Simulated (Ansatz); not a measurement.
Process, species as SMILES: [C-]=[OH+] (CHO) -> [CH]=O (CHO)

Wanted: isomerisation energy (enthalpy at 298 K), in kcal/mol. Conventions: frozen cores in correlated levels; spin-orbit terms left out; non-relativistic; 6-311+G** with 5d; six Cartesian d functions in 6-31G* and its kin unless marked 5d; open shells spin-unrestricted; LANL2DZ all-electron up to Ne. CBS marks a two-point X^-3 extrapolation of the correlation energy; Hartree-Fock from the larger set. Ab initio and DFT rows: single points at B3LYP-D3(BJ) geometries (Ansatz, a first-principles code), with unscaled harmonic terms from B3LYP/6-31G* (Ansatz) at its own minima. A UHF reference is markedly spin-contaminated in at least one set, which strains HF and MP2.

Coupled cluster (Ansatz) is a level with limits of its own, used here on species with T1 under 0.025 (0.045 for open shells) and stable references: CCSD(T)/CBS(aug-cc-pVTZ,aug-cc-pVQZ).

Value to compare with, CCSD(T)/CBS(aug-cc-pVTZ,aug-cc-pVQZ) (Ansatz): -41.4 kcal/mol.

| level | program | isomerisation energy (enthalpy at 298 K) (kcal/mol) | difference |
|---|---|---|---|
| MP2/STO-3G | Ansatz | -44.8 | -3.4 |
| MP2/3-21G | Ansatz | -45.9 | -4.5 |
| MP2/LANL2DZ | Ansatz | -44.5 | -3.1 |
| MP2/6-31G* | Ansatz | -48.4 | -7.0 |
| MP2/6-311+G** | Ansatz | -45.5 | -4.1 |

Among the 5 habitual levels, MP2/6-31G* lies farthest from CCSD(T)/CBS(aug-cc-pVTZ,aug-cc-pVQZ) (Ansatz) (-7.0 kcal/mol); 0 of 5 lie above it, and their mean absolute difference is 4.4 kcal/mol, the median 4.1. One case shows no general order.

The sets are all those run for this method; left out are runs that failed, that the program found above a lower state of the same kind, or whose <S^2> lies over 0.5 above the pure value.
